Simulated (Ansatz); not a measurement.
**BSiH (singlet): wave-function methods side by side at scale of all distances = 1.292, 6-31G**

The task here is to estimate one member of a computed series from the others.

Computed with Ansatz 0.2.0, Gaussian basis. Level: 6-31G, core rule «outside noble gas», up to 6 orbitals frozen.

Plan: UHF; CCSD(T) on RHF; CCSD(T) on UHF; BCCD(T) on RHF; CISD; CCSDT(Q) on RHF; CCSDT(Q) on UHF; CISDTQ; CCSDTQ on RHF; CCSDTQ on UHF; CASSCF and MRCISD+Q, 2 electrons in 2 orbitals; CASSCF and NEVPT2, 2 electrons in 2 orbitals; CASSCF and MRCISD+Q, 8 electrons in 9 orbitals; CASSCF and NEVPT2, 8 electrons in 9 orbitals; Full CI.

21 further runs of the same task are left out: 18 that didn't finish, 3 set aside as unsound or not needed.

## What is computed

The geometry derives from a PBE0/def2-TZVP stationary point (not a proven minimum). All distances are scaled together.

3 atoms, charge 0, spin multiplicity 1.

Atoms are counted from 1 here; the program's logs count them from 0.

No contacts short enough for the rule that draws bonds.

The first run:

in.yaml

```yaml
crystal:
  periodic: [false, false, false]
  atoms:
    - {symbol: Si, position_ang: [0.000000, 0.000000, 2.143110]}
    - {symbol: B, position_ang: [0.000000, 0.000000, -0.305421]}
    - {symbol: H, position_ang: [0.000000, 0.000000, -1.837689]}
basis:
  gaussian: {orbitals: 6-31G}
magnetization: {spin_polarized: true, initial_magnetization: 0}
hamiltonian: {xc: hf}
output: {orbitals: {seedname: orbitals}}
```

Run with:

```sh
$ ansatz run in.yaml --threads 1 --pin off --events-out ev --progress --plain --max-ram 2393MiB
```

Steps of the session up to this table: UHF; CCSD(T) on RHF; CCSD(T) on UHF; BCCD(T) on RHF; CISD; CCSDT(Q) on RHF; CCSDT(Q) on UHF; CISDTQ; CCSDTQ on RHF; CCSDTQ on UHF; CASSCF and MRCISD+Q, 2 electrons in 2 orbitals; CASSCF and NEVPT2, 2 electrons in 2 orbitals; CASSCF and MRCISD+Q, 8 electrons in 9 orbitals; CASSCF and NEVPT2, 8 electrons in 9 orbitals; Full CI.

One table of the session follows, with a row left open; its other results are not shown here.

| method | from FCI (kJ/mol) |
| --- | --- |
| RHF | +383.5 |
| RMP2 | +137.8 |
| CISD | +65.6 |
| RCCSD | +31.2 |
| RCCSD(T) | +10.8 |
| BCCD(T) | +13.4 |
| RCCSDT | +7.0 |
| CISDTQ | +8.0 |
| RCCSDT(Q) | +3.2 |
| RCCSDTQ | ? |
| CASSCF valence | +75.6 |
| NEVPT2 valence | +21.2 |
| MRCISD valence | +2.0 |
| MRCISD+Q valence | +0.3 |
| FCI | 0 |

Estimate the missing values for RCCSDTQ.

The run gave: from FCI (kJ/mol): +0.6. In the column «from FCI (kJ/mol)» it lies between MRCISD+Q valence (+0.3) and MRCISD valence (+2.0).

Left out of the table: CASSCF pair, NEVPT2 pair, MRCISD pair, MRCISD+Q pair (the active space lost an orbital or holds another state than full CI finds).

To keep in mind: The report flags that the cluster equations may have other roots. Left out of the table: UHF, UMP2, UCCSD, UCCSD(T), UCCSDT, UCCSDT(Q), UCCSDTQ (another determinant or state than the rows shown). The program flags RCCSDTQ as in doubt, so those rows may rest on another solution; read them beside their warnings.
